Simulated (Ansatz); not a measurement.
C$_{6}$H$_{10}$ (`C#CC(C)(C)C`), 16 atoms. Total charge 0; spin multiplicity 1. Hardware: A = 2 threads of an AMD EPYC 7R13 on a shared host and a share of an NVIDIA H100 80 GB; B = 2 threads of an AMD EPYC 7R13 on a shared host. Correlated methods freeze the cores. Open-shell runs search over several starts.

**Question.** Give the basis size and wall time and peak host memory of each of these runs in Ansatz. RKS ωB97M-V/def2-SVP energy [B]; UKS B2PLYP (frozen core)/def2-TZVPP energy of the cation [A]; RKS PBE0-D4/def2-TZVPP energy [A]; UKS PBE0-D4/def2-TZVPP energy of the cation [A]; RKS B3LYP-D4/def2-TZVPP energy and forces [A]; RHF-MP2/def2-QZVPP energy [A]; RKS ωB97M-V/def2-QZVPP energy [A]; UKS B3LYP-D4/def2-TZVPP energy of the cation [A]; UKS ωB97X-V/def2-TZVPP energy of the cation [A]; RKS PBE0-D4/def2-TZVP frequencies [A]; RKS PBE0-D4/def2-TZVP relaxation (5 steps) [A]; RHF-CCSD(T)/def2-TZVPP energy [A]. (Estimate.)

**Answer.** Computed: Other jobs shared the machine, so times are rough.

| level | job | functions | wall time | peak host memory (GiB) |
| --- | --- | --- | --- | --- |
| RKS B3LYP-D4/def2-TZVPP | energy and forces [A] | 326 | 2.1 s | 0.92 |
| RKS PBE0-D4/def2-TZVPP | energy [A] | 326 | 2.7 s | 0.88 |
| RKS ωB97M-V/def2-SVP | energy [B] | 134 | 6.5 s | 0.69 |
| RKS ωB97M-V/def2-QZVPP | energy [A] | 642 | 7.5 s | 1.3 |
| RHF-MP2/def2-QZVPP | energy [A] | 642 | 8 s | 1.3 |
| RKS PBE0-D4/def2-TZVP | relaxation (5 steps) [A] | 246 | 8 s | 0.91 |
| UKS PBE0-D4/def2-TZVPP | energy of the cation [A] | 326 | 14 s | 0.96 |
| UKS B3LYP-D4/def2-TZVPP | energy of the cation [A] | 326 | 15 s | 0.96 |
| RHF-CCSD(T)/def2-TZVPP | energy [A] | 326 | 15 s | 0.88 |
| UKS B2PLYP (frozen core)/def2-TZVPP | energy of the cation [A] | 326 | 19 s | 1.6 |
| UKS ωB97X-V/def2-TZVPP | energy of the cation [A] | 326 | 31 s | 1.1 |
| RKS PBE0-D4/def2-TZVP | frequencies [A] | 246 | 2.8 min | 0.91 |

B3LYP here is the variant with VWN-RPA as its local correlation; programs differ in this.
